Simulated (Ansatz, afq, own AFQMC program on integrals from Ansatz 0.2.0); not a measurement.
**Where AFQMC and coupled cluster stand for WNH$_{3}$⁺, sextet**

| atom | x (Å) | y (Å) | z (Å) |
| --- | --- | --- | --- |
| W | -0.1862 | 0.0014 | 0.0012 |
| N | 1.9416 | -0.0149 | -0.0127 |
| H | 2.3204 | -0.9644 | -0.0098 |
| H | 2.3366 | 0.4601 | 0.8018 |
| H | 2.3259 | 0.4508 | -0.8377 |

Connectivity, by distances: W–NH3.

Basis def2-TZVP with its core potentials. Only valence electrons are correlated. AFQMC by an in-house program on the Cholesky factors that Ansatz 0.2.0 writes for its CCSD(T) run. ph-AFQMC/CISD is guided by a CISD state made of CCSD amplitudes; releasing the constraint for a short imaginary time cuts its bias at the price of noise, slowly where states lie close. Error bars are statistical, one sigma. No spin–orbit coupling. The metal's outer-core s and p shells are frozen, which shifts wave-function levels against functionals.

Determinant: UHF, the one that the program's search chose, which needn't be the lowest solution. The geometry is a PBE0/def2-TZVP stationary point of this or a neighbouring charge and spin state.

No full CI on the walks' own integrals is used here; CCSDT(Q) serves as the reference and is uncertain by about the last step of the cluster series.

Cautions: no spin-orbit coupling; outer-core shells of the metal frozen; higher spins were not checked.

* T1 diagnostic: 0.0124
* weight of the determinant in the CISD state: 0.901
* ⟨S²⟩ of the determinant: 8.761
* size of the correlated space: 13 electrons in 84 orbitals

Reference: CCSDT(Q), correlation energy -8.466 eV. The released energy is read at 2.60 1/Eh (meV from the phaseless value at times in 1/Eh: -5 ± 4 at 0.24, 0 ± 3 at 0.60, -8 ± 4 at 1.20, -6 ± 5 at 1.80, -16 ± 9 at 2.60).

```json
{"level": "HF", "E − E(reference) (meV)": "8465.8", "share of correlation (%)": "0.00"}
{"level": "MP2", "E − E(reference) (meV)": "808.7", "share of correlation (%)": "90.45"}
{"level": "CCSD", "E − E(reference) (meV)": "259.1", "share of correlation (%)": "96.94"}
{"level": "CCSD(T)", "E − E(reference) (meV)": "21.4", "share of correlation (%)": "99.75"}
{"level": "CCSDT", "E − E(reference) (meV)": "10.4", "share of correlation (%)": "99.88"}
{"level": "ph-AFQMC/CISD", "E − E(reference) (meV)": "13.8 ± 5.4", "share of correlation (%)": "99.84"}
{"level": "released AFQMC", "E − E(reference) (meV)": "-2.4 ± 9.0", "share of correlation (%)": "100.03"}
```

A walk keeps the symmetry of its determinant, which the program's search chose and which needn't be the lowest solution, so a lower state of the same spin and another symmetry isn't excluded. Released energies are given only where the last usable release times agree within the noise; a slower fall can still hide under it.
